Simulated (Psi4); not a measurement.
# BCl2 (SMILES Cl[B]Cl) at 6 levels

Wanted: a comparison of 6 runs (UHF/3-21G, UB3LYP/def2-TZVP, UCAM-B3LYP/def2-TZVP, UHSE06/def2-TZVP, UM06-2X/def2-TZVP, UTPSSh/def2-TZVP) of BCl2. 

The results are computed with Psi4 1.11.

2 further runs of the same task are left out: 2 set aside as unsound or not needed.

## 1. The molecule

BCl2 has 3 atoms, charge 0, and is taken as a doublet. SMILES: `Cl[B]Cl`. The B2–Cl3 distance was set to 2.579 Å, away from the relaxed value.

Bond lengths: Cl1–B2 1.720 Å. A long bond or contact: B2–Cl3 2.579 Å.

## 2. The energy at UHF/3-21G (run 1)

bcl2.xyz reads:

```xyz
3
BCl2
Cl     0.098814    -2.306260    -0.205288
B     -0.736586    -0.830960    -0.492188
Cl     0.081500     1.511100     0.213700
```

run.py reads:

```python
import psi4

psi4.set_memory(1600000000)
psi4.set_num_threads(1)
psi4.set_output_file('bcl2.out', False)

with open('bcl2.xyz') as f:
    atoms = ''.join(f.readlines()[2:])
geom = psi4.geometry('0 2\n' + atoms + 'symmetry c1\nno_reorient\nno_com')

options = {'basis': '3-21G', 'reference': 'uhf', 'puream': True, 'e_convergence': 1e-09, 'd_convergence': 1e-08, 'scf_type': 'pk', 'maxiter': 100}
psi4.set_options(options)

e_tot, wfn = psi4.energy('scf', return_wfn=True)
psi4.oeprop(wfn, 'MAYER_INDICES', 'WIBERG_LOWDIN_INDICES', 'QUADRUPOLE', title='SCF')
print(f'scf energy: {e_tot:.10f} Eh')
for k, v in sorted(psi4.core.scalar_variables().items()):
    print(f'{k:45s} {v:18.10f}')
```

Command:

```bash
$ python run.py
```

bcl2.out:

```text
[...]
  Running in c1 symmetry.
[...]
  Nuclear repulsion =   83.420253872908333
[...]
  Multiplicity = 2
[...]
  Nalpha       = 20
  Nbeta        = 19
[...]
    Number of basis functions: 35
[...]
   @UHF iter   1:  -938.95996065647546   -6.00440e-01   9.09178e-03 DIIS/ADIIS
[...]
   @UHF iter  19:  -939.07169784338794   -4.54747e-13   6.00886e-09 DIIS
[...]
   @S^2 Observed:                9.316462053E-01
[...]
    Orbital Energies [Eh]
    ---------------------
    Alpha Occupied:
       1A   -104.173300     2A   -104.114845     3A    -10.571710
       4A    -10.503106     5A     -8.035580     6A     -8.030235
       7A     -8.029941     8A     -7.979754     9A     -7.961148
      10A     -7.961129    11A     -7.765214    12A     -1.201023
      13A     -1.082260    14A     -0.698599    15A     -0.556505
      16A     -0.547536    17A     -0.538032    18A     -0.465497
      19A     -0.465465    20A     -0.432150
    Alpha Virtual:
      21A      0.026646    22A      0.068360    23A      0.229494
      24A      0.548917    25A      0.586998    26A      0.591279
[...]
  @UHF Final Energy:  -939.07169784338794
   => Energetics <=
    Nuclear Repulsion Energy =             83.4202538729083329
    One-Electron Energy =               -1463.5297432882762223
    Two-Electron Energy =                 441.0377915719800512
    Total Energy =                       -939.0716978433879376
  UHF NO Occupations:
  HONO-2 :   18  A 1.9996909
  HONO-1 :   19  A 1.9055728
[...]
 Multipole Moments:
 ------------------------------------------------------------------------------------
     Multipole            Electronic (a.u.)      Nuclear  (a.u.)        Total (a.u.)
 ------------------------------------------------------------------------------------
 L = 1.  Multiply by 2.5417464519 to convert [e a0] to [Debye]
 Dipole X            :          0.8427971           -1.1670797           -0.3242826
 Dipole Y            :         32.5077209          -33.3962227           -0.8885018
 Dipole Z            :          4.1049302           -4.3802642           -0.2753341
 Magnitude           :                                                    0.9850906
 L = 2.  Multiply by 1.3450342976 to convert [e a0^2] to [Debye ang]
 Quadrupole XX       :        -34.4400914           10.6835705          -23.7565209
 Quadrupole XY       :         -2.9973973            4.5704394            1.5730421
[...]
```

On the terminal:

```text
scf energy: -939.0716978434 Eh
CURRENT ENERGY                                   -939.0716978434
CURRENT REFERENCE ENERGY                         -939.0716978434
DD SOLVATION ENERGY                                 0.0000000000
HF KINETIC ENERGY                                 938.2156189309
HF POTENTIAL ENERGY                             -1877.2873167743
HF TOTAL ENERGY                                  -939.0716978434
HF VIRIAL RATIO                                     2.0009124543
NUCLEAR REPULSION ENERGY                           83.4202538729
ONE-ELECTRON ENERGY                             -1463.5297432883
PCM POLARIZATION ENERGY                             0.0000000000
PE ENERGY                                           0.0000000000
SCF ITERATION ENERGY                             -939.0716978434
SCF ITERATIONS                                     19.0000000000
SCF TOTAL ENERGY                                 -939.0716978434
TWO-ELECTRON ENERGY                               441.0377915720
```

It took 2.4 s on 1 thread of Intel Xeon Platinum 8259CL at 2.50GHz (Skylake/Cascade Lake), shared host; peak memory 0.18 GiB.

## 3. Energy and forces at UB3LYP/def2-TZVP (run 2)

bcl2.xyz is that of step 2.

bcl2_ase.py reads:

```python
import numpy as np
from ase.calculators.psi4 import Psi4
from ase.io import read

atoms = read('bcl2.xyz')
calc = Psi4(atoms=atoms, method='b3lyp', basis='def2-TZVP', memory='1600MB', num_threads=1, charge=0, multiplicity=2, label='psi4-calc', reference='uks')
calc.psi4.set_options({'puream': True, 'e_convergence': 1e-09, 'd_convergence': 1e-08, 'scf_type': 'pk', 'dft_radial_points': 99, 'dft_spherical_points': 590, 'maxiter': 100})
atoms.calc = calc

forces = atoms.get_forces()
print(f'energy: {atoms.get_potential_energy():.6f} eV')
print('forces / eV A^-1')
print(np.round(forces, 5))
```

Command:

```bash
$ python bcl2_ase.py
```

psi4-calc.dat:

```text
[...]
  Running in c1 symmetry.
[...]
  Nuclear repulsion =   83.420253872908333
[...]
  Multiplicity = 2
[...]
  Nalpha       = 20
  Nbeta        = 19
[...]
    Number of basis functions: 105
[...]
   @UKS iter   1:  -945.15151062718780   -3.52850e-01   4.32700e-03 ADIIS/DIIS
[...]
   @UKS iter  17:  -945.23524957250265   -3.41061e-12   5.96987e-09 DIIS
[...]
   @S^2 Observed:                7.730755504E-01
[...]
    Orbital Energies [Eh]
    ---------------------
    Alpha Occupied:
       1A   -101.609303     2A   -101.502519     3A     -9.542075
       4A     -9.431064     5A     -7.301037     6A     -7.296612
       7A     -7.296029     8A     -7.196128     9A     -7.183918
      10A     -7.183749    11A     -6.936265    12A     -0.922671
      13A     -0.774230    14A     -0.550974    15A     -0.424861
      16A     -0.423928    17A     -0.376286    18A     -0.297991
      19A     -0.297617    20A     -0.286529
    Alpha Virtual:
      21A     -0.123136    22A     -0.093396    23A      0.037822
      24A      0.049097    25A      0.113352    26A      0.115430
[...]
  @UKS Final Energy:  -945.23524957250265
   => Energetics <=
    Nuclear Repulsion Energy =             83.4202538729083329
    One-Electron Energy =               -1469.4315753073046835
    Two-Electron Energy =                 489.4552499236002063
    DFT Exchange-Correlation Energy =     -48.6791780617063594
    Empirical Dispersion Energy =           0.0000000000000000
    VV10 Nonlocal Energy =                  0.0000000000000000
    Total Energy =                       -945.2352495725026529
[...]
 Multipole Moments:
 ------------------------------------------------------------------------------------
     Multipole            Electronic (a.u.)      Nuclear  (a.u.)        Total (a.u.)
 ------------------------------------------------------------------------------------
 L = 1.  Multiply by 2.5417464519 to convert [e a0] to [Debye]
 Dipole X            :         -0.6119233            0.4753299           -0.1365934
 Dipole Y            :         -1.8430538            0.2491687           -1.5938851
 Dipole Z            :         -0.5382347            0.2853982           -0.2528366
 Magnitude           :                                                    1.6195844
[...]
  -Total Gradient:
     Atom            X                  Y                   Z
    ------   -----------------  -----------------  -----------------
       1        0.008006834316    -0.017021589663     0.002426405914
       2       -0.021451677864    -0.024433661106    -0.014360007319
       3        0.013447649632     0.041459042036     0.011935546611
[...]
```

On the terminal:

```text
energy: -25721.161260 eV
forces / eV A^-1
[[-0.41173  0.87529 -0.12477]
 [ 1.10309  1.25643  0.73842]
 [-0.69151 -2.13191 -0.61375]]
```

Wall time 34 s (1 thread of Intel Xeon Platinum 8259CL at 2.50GHz (Skylake/Cascade Lake), shared host); peak memory 0.66 GiB.

Runs 3 to 5 aren't shown in full; the table further down has their settings and results.

## 4. Energy and gradient at UTPSSh/def2-TZVP (run 6)

input.inp reads:

```
memory 1600 mb

molecule geom {
  0 2
  Cl     0.098814    -2.306260    -0.205288
  B     -0.736586    -0.830960    -0.492188
  Cl     0.081500     1.511100     0.213700
  symmetry c1
  no_reorient
  no_com
}

set {
  reference uks
  puream true
  e_convergence 1e-09
  d_convergence 1e-08
  scf_type pk
  dft_radial_points 99
  dft_spherical_points 590
  maxiter 100
}

result, w = gradient('tpssh/def2-TZVP', return_wfn=True)
```

Command:

```bash
$ psi4 -i input.inp -o input.out -n 1
```

input.out:

```text
[...]
  Running in c1 symmetry.
[...]
  Nuclear repulsion =   83.420253872908333
[...]
  Multiplicity = 2
[...]
  Nalpha       = 20
  Nbeta        = 19
[...]
    Number of basis functions: 105
[...]
   @UKS iter   1:  -945.15678596732084   -3.30015e-01   4.20049e-03 DIIS/ADIIS
[...]
   @UKS iter  15:  -945.23678311526055   -9.66338e-12   9.47906e-09 DIIS
[...]
   @S^2 Observed:                7.759263299E-01
[...]
    Orbital Energies [Eh]
    ---------------------
    Alpha Occupied:
       1A   -101.459530     2A   -101.352681     3A     -9.461814
       4A     -9.350693     5A     -7.207095     6A     -7.202292
       7A     -7.201552     8A     -7.101818     9A     -7.089434
      10A     -7.089199    11A     -6.881981    12A     -0.897372
      13A     -0.749100    14A     -0.533406    15A     -0.408061
      16A     -0.407614    17A     -0.362336    18A     -0.281960
      19A     -0.279751    20A     -0.273985
    Alpha Virtual:
      21A     -0.134807    22A     -0.101690    23A      0.039219
      24A      0.046002    25A      0.111749    26A      0.115286
[...]
  @UKS Final Energy:  -945.23678311526055
   => Energetics <=
    Nuclear Repulsion Energy =             83.4202538729083329
    One-Electron Energy =               -1469.3784446146692062
    Two-Electron Energy =                 495.2873182369838219
    DFT Exchange-Correlation Energy =     -54.5659106104834564
    Empirical Dispersion Energy =           0.0000000000000000
    VV10 Nonlocal Energy =                  0.0000000000000000
    Total Energy =                       -945.2367831152606641
[...]
 Multipole Moments:
 ------------------------------------------------------------------------------------
     Multipole            Electronic (a.u.)      Nuclear  (a.u.)        Total (a.u.)
 ------------------------------------------------------------------------------------
 L = 1.  Multiply by 2.5417464519 to convert [e a0] to [Debye]
 Dipole X            :          1.0214156           -1.1670797           -0.1456641
 Dipole Y            :         31.7932587          -33.3962227           -1.6029641
 Dipole Z            :          4.1214961           -4.3802642           -0.2587681
 Magnitude           :                                                    1.6302370
[...]
  -Total Gradient:
     Atom            X                  Y                   Z
    ------   -----------------  -----------------  -----------------
       1        0.007251402993    -0.016227177697     0.002106410900
       2       -0.021490371449    -0.028027674088    -0.014784266012
       3        0.014233970550     0.044258647956     0.012675574246
[...]
```

It took 63 s on 1 thread of Intel Xeon Platinum 8259CL at 2.50GHz (Skylake/Cascade Lake), shared host; peak memory 0.64 GiB.

## 5. All runs side by side

| run | level | task | integration grid | energy (Eh) | dipole moment (D) | HOMO energy (eV) | LUMO energy (eV) | wall time |
| --- | --- | --- | --- | --- | --- | --- | --- | --- |
| 1 | UHF/3-21G | energy | – | -939.071698 | 2.50 | -11.62 | -0.67 | 2.4 s |
| 2 | UB3LYP/def2-TZVP | gradient | 99 radial × 590 angular | -945.235250 | 4.12 | -7.80 | -4.74 | 34 s |
| 3 | UCAM-B3LYP/def2-TZVP | energy | 99 radial × 590 angular | -945.205017 | 4.13 | -9.39 | -3.43 | 32 s |
| 4 | UHSE06/def2-TZVP | energy | 99 radial × 590 angular | -944.899003 | 4.18 | -7.71 | -4.78 | 42 s |
| 5 | UM06-2X/def2-TZVP | energy | 99 radial × 590 angular | -945.155538 | 4.37 | -9.12 | -3.63 | 45 s |
| 6 | UTPSSh/def2-TZVP | gradient | 99 radial × 590 angular | -945.236783 | 4.14 | -7.43 | -4.82 | 63 s |

## 6. Results

| quantity | value |
| --- | --- |
| run 6: total energy | -945.23678 Eh |
| run 6: dipole moment | 4.14 D |
| run 6: HOMO energy (highest over α and β) | -7.43 eV |
| run 6: LUMO energy (lowest over α and β) | -4.82 eV |
| run 6: ⟨S²⟩ | 0.776 |
| run 6: largest force on an atom | 2.478 eV/Å |

In words: The dipole moment (its size) runs from 2.50 D (UHF/3-21G) to 4.37 D (UM06-2X/def2-TZVP). The two ends differ in method and basis. Totals of different functionals can't be ranked against each other. Spin contamination of the reference: run 1 ⟨S²⟩ = 0.93. All runs together took 3.6 min, the longest 63 s.
